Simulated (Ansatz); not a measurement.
# BFH3: the cost of one run

All numbers below are computed with Ansatz 0.2.0 (UKS r2SCAN-D4/6-31G*).

## (1) The starting structure

Bond lengths: B1–H3 1.190 Å, B1–H4 1.190 Å. Angles: H3–B1–H4 120.0°.

Structure file:

```xyz
5

B     0.0000    0.0000    0.0000
H     0.0000    0.0000    1.4400
H     1.0305    0.0000   -0.5950
H    -1.0305    0.0000   -0.5950
F     0.0000    0.0000    2.6600
```

## (2) A restrained relaxation towards end A

Springs on the bonds that form and break draw the guess towards this end; the thresholds are loose.

input.yaml reads:

```yaml
crystal:
  periodic: [false, false, false]
  atoms:
    - { symbol: B, position_ang: [0.0, 0.0, 0.0] }
    - { symbol: H, position_ang: [0.0, 0.0, 1.44] }
    - { symbol: H, position_ang: [1.0305, 0.0, -0.595] }
    - { symbol: H, position_ang: [-1.0305, 0.0, -0.595] }
    - { symbol: F, position_ang: [0.0, 0.0, 2.66] }
magnetization:
  spin_polarized: true
  initial_magnetization: 1
basis:
  gaussian: { orbitals: "6-31G*" }
hamiltonian:
  xc: r2scan
  dispersion: d4
relax:
  f_tol: 0.15
  max_steps: 25
  restrain:
    - { distance: [1, 4], at: 2.12, k: 30.0 }
    - { distance: [0, 1], at: 1.19, k: 30.0 }
output:
  orbitals: {}
```

Run with:

```sh
ansatz run input.yaml --threads 1 --pin off --max-ram 2048MiB --backend cpu --events-out ev --progress --plain --runs-dir out
```

What time and memory should one allow on 1 thread of AMD EPYC 9R45 (Zen 5), shared host?

About 3.7 s, with a peak of 0.15 GiB.
